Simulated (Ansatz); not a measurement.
# CHAl (triplet): wave-function methods side by side at scale of all distances = 0.895, 6-31G

Aim: climb from Hartree-Fock through coupled cluster and multireference methods for CHAl (triplet) at one geometry and basis, and see what each rung misses.

Method: 6-31G, core rule «outside noble gas», up to 6 orbitals frozen; program: Ansatz 0.2.0, Gaussian basis.

To be run: UHF; CCSD(T) on ROHF; CCSD(T) on UHF; BCCD(T) on ROHF; CISD; CCSDT(Q) on ROHF; CCSDT(Q) on UHF; CISDTQ; CCSDTQ on ROHF; CCSDTQ on UHF; CASSCF and MRCISD+Q, 4 electrons in 4 orbitals; CASSCF and NEVPT2, 4 electrons in 4 orbitals; CASSCF and MRCISD+Q, 8 electrons in 9 orbitals; CASSCF and NEVPT2, 8 electrons in 9 orbitals; Full CI.

17 further runs of the same task are left out: 17 that didn't finish.

### Step 1. What is computed

The geometry derives from a PBE0/def2-TZVP stationary point (not a proven minimum). All distances are scaled together.

3 atoms, charge 0, spin multiplicity 3.

Atoms are counted from 1 here; the program's logs count them from 0.

Bond lengths: Al1–C2 1.715 Å, Al1–H3 1.433 Å. Angles: C2–Al1–H3 180.0°.

### Step 2. UHF

in.yaml

```yaml
crystal:
  periodic: [false, false, false]
  atoms:
    - {symbol: Al, position_ang: [0.000000, 0.000000, 0.094064]}
    - {symbol: C, position_ang: [0.000000, 0.000000, -1.620934]}
    - {symbol: H, position_ang: [0.000000, 0.000000, 1.526870]}
basis:
  gaussian: {orbitals: 6-31G}
magnetization: {spin_polarized: true, initial_magnetization: 2}
hamiltonian: {xc: hf}
output: {orbitals: {seedname: orbitals}}
```

On the command line:

```sh
> ansatz run in.yaml --threads 1 --pin off --events-out ev --progress --plain --max-ram 2393MiB
```

After this run come: CCSD(T) on ROHF; CCSD(T) on UHF; BCCD(T) on ROHF; CISD; CCSDT(Q) on ROHF; CCSDT(Q) on UHF; CISDTQ; CCSDTQ on ROHF; CCSDTQ on UHF; CASSCF and MRCISD+Q, 4 electrons in 4 orbitals; CASSCF and NEVPT2, 4 electrons in 4 orbitals; CASSCF and MRCISD+Q, 8 electrons in 9 orbitals; CASSCF and NEVPT2, 8 electrons in 9 orbitals; Full CI.

Before running them: what should the planned runs give, taken together? Wanted: FCI below the RHF energy; RMP2 from FCI; UMP2 from FCI; RCCSD from FCI; RCCSD(T) from FCI; UCCSD(T) from FCI; RCCSDT(Q) from FCI; UCCSDT(Q) from FCI; NEVPT2 pair from FCI.

**Answer**, as computed:

| quantity | value |
| --- | --- |
| FCI below the RHF energy | -3.4330 eV |
| RMP2 from FCI | +84.5 kJ/mol |
| UMP2 from FCI | +101.0 kJ/mol |
| RCCSD from FCI | +15.0 kJ/mol |
| RCCSD(T) from FCI | +4.2 kJ/mol |
| UCCSD(T) from FCI | +4.9 kJ/mol |
| RCCSDT(Q) from FCI | +0.1 kJ/mol |
| UCCSDT(Q) from FCI | -0.2 kJ/mol |
| NEVPT2 pair from FCI | +66.9 kJ/mol |
| MRCISD+Q pair from FCI | +5.2 kJ/mol |
| NEVPT2 valence from FCI | +24.2 kJ/mol |
| levels within 1 kcal/mol (43 meV) | RCCSD(T), RCCSDT, UCCSDT, CISDTQ, RCCSDT(Q), UCCSDT(Q), RCCSDTQ, UCCSDTQ, MRCISD valence, MRCISD+Q valence |
| T1 diagnostic | 0.050 |
| effectively unpaired electrons | 2.19 |

**Reading.** RCCSD(T) misses by +4.2 kJ/mol, 1.3 % of the correlation energy. The occupations are near whole numbers, but T1 = 0.050 shows that the orbitals relax strongly. Of the multireference levels listed MRCISD+Q valence comes nearest in total energy (+1.8 kJ/mol), which doesn't show that its space is the better one. These misses are within one basis, not against nature; the frozen cores of restricted and unrestricted runs differ, which can shift their rows.
